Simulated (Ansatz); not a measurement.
Energy needed to pull apart AlBH4S, closed shell, into free ground-state atoms, from the structure below (displaced at random from a GFN2-xTB minimum); no zero-point or spin–orbit terms; open-shell atoms are treated unrestricted, in their ground-state multiplicity.

```xyz
7
angstrom
Al -1.0664 0.0616 -0.3892
B 0.9699 0.7099 0.6232
S 1.8922 -0.8277 0.4516
H -1.3641 -1.3840 -0.8387
H -2.6033 1.3186 -0.8514
H 1.5572 1.6921 1.0827
H 0.6914 -1.6657 -0.0267
```

Computed with Ansatz 0.2.0 (basis: def2-TZVPP); correlated methods freeze the cores.

```tsv
method	atomization energy (eV)
SPW92	21.46
PBE-D4	19.13
r2SCAN-D4	?
PBE0-D4	18.79
wB97X-V	18.91
wB97M-V	18.87
HF	13.59
MP2	?
CCSD	17.93
CCSD(T)	18.25
```

**Question.** What does MP2 give? (To be estimated.)

**Answer.** The calculation gives: 18.21 eV, which is about 0.05 eV less than CCSD(T)/def2-TZVPP.

**Question.** What does r2SCAN-D4 give? (To be estimated.)

**Answer.** By the calculation: 19.05 eV, which is about 0.79 eV more than CCSD(T)/def2-TZVPP.

In triple zeta the MP2 and coupled-cluster atomization energies are still short of their basis limit by a few kcal/mol a bond, whereas those of the functionals are nearly converged, so these differences are not deviations from converged CCSD(T).

No T1 diagnostic of these runs exceeds 0.018.

For scale, one of the runs: CCSD(T)/def2-TZVPP forces, 171 basis functions (an equivalent command: `ansatz run in.yaml --threads 4`). Time: 53 s of wall clock on 4 CPU threads; the host was shared. Peak host memory: 2.5 GiB.
